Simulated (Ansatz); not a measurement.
A calculation with Ansatz (development build ahead of 0.2.0).

```yaml
crystal:
  periodic: [false, false, false]
  atoms:
    - { symbol: Mg, position_ang: [0.0, 0.0, 0.0] }
    - { symbol: Al, position_ang: [0.0, 6.3273, 0.0] }
    - { symbol: Al, position_ang: [0.0, -6.3273, 0.0] }
basis:
  gaussian: { orbitals: pcseg-2 }
total_charge: 1
magnetization:
  initial_magnetization: 3
hamiltonian:
  xc: { name: wB97X }
```

The input is written out in the form of the current development build from the run's settings.

The run gave:

```yaml
Converged: yes
Total_energy: -684.50177 hartree
Spin_squared_of_the_determinant: 3.750
Stability_test: minimum among restricted orbitals
```

Caution: stretched shape with no unrestricted run beside it, a lower state can exist; charge can spread falsely over distant fragments; other spin multiplicities may lie lower.
